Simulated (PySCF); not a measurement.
Q: Write Cartesian coordinates for `Cc1cnco1` as optimised with CAM-B3LYP/def2-SVP.

A: 
```
atom  x, y, z in Å
C1    -1.7537   -0.1634    0.1053
C2    -0.2865    0.0062   -0.0186
C3     0.5358    1.0141   -0.4082
N4     1.8500    0.5937   -0.3199
C5     1.7705   -0.6157    0.1069
O6     0.5115   -1.0464    0.3136
H7    -2.0413   -0.4016    1.1408
H8    -2.1160   -0.9797   -0.5384
H9    -2.2622    0.7629   -0.1912
H10    0.2665    2.0130   -0.7452
H11    2.5751   -1.3186    0.3171
```

Any rigid rotation of these coordinates is as good. Atoms count from 1 in this order. The 2 C–C bonds span 1.358 Å (C2–C3, aromatic) to 1.482 Å (C1–C2, drawn single), a spread of 0.124 Å. The C–N distances run from 1.285 Å (N4–C5, aromatic) to 1.383 Å (C3–N4, aromatic), a spread of 0.098 Å. The 5-membered ring C2–C3–N4–C5–O6 has internal angles of 104.4° to 114.2°; it is planar, 0.00 Å rms from its mean plane, widest ring torsion 0°. The 6 heavy atoms lie in one plane (0.000 Å rms).

Bonds between heavy atoms (Å): C1–C2 1.482, C2–C3 1.358, C3–N4 1.383, N4–C5 1.285, C5–O6 1.347, C2–O6 1.362.

Computed, not measured: CAM-B3LYP/def2-SVP geometry optimisation, gas phase (PySCF).

Point group: Cs (tolerance 0.08 Å). No frequency check.
